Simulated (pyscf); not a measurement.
This saddle point was located with ωB97X-D3(BJ)/def2-SVP in PySCF.

```
N
H 1 1.0165
H 1 1.0171 2 110.42
H 1 1.4651 2 118.34 3 -147.98
H 4 0.9616 1 147.48 2 -111.08
Ge 5 1.8763 4 75.27 1 1.21
H 6 1.5872 5 86.74 4 91.56
```

Surface: singlet, charge 0. Lowest wavenumbers (cm⁻¹): 1360i, 408, 539, 612, 641.

Problem. What reaction is this the transition state of?

Solution. GeH₂ (SMILES [GeH2]) [singlet] + NH₃ (SMILES N) ⇌ H₂N–GeH: (SMILES [NH2][GeH]) [singlet] + H₂ (SMILES [H][H]), a four-centre exchange read from left to right: Ge–H, H–N broken and Ge–N, H–H formed. At ωB97M-D3(BJ)/def2-TZVP it lies +48.4 kJ/mol from the left side and +110.8 kJ/mol from the right (each side as separated species at their lowest minima found). On the reactant side the descent ends in an adduct with a Ge–N contact, 114.8 kJ/mol under the separated species and 156.7 kJ/mol under the saddle at ωB97X-D3(BJ)/def2-TZVP. What is counted as formed (Ge–N) is already present as a longer contact in the reactant adduct; forming that adduct is a step of its own. At the saddle there is also a short Ge–H contact that neither side keeps. One saddle was located; it need not be the lowest between these sides. Elements up to Kr have no core potential and no relativistic terms here.
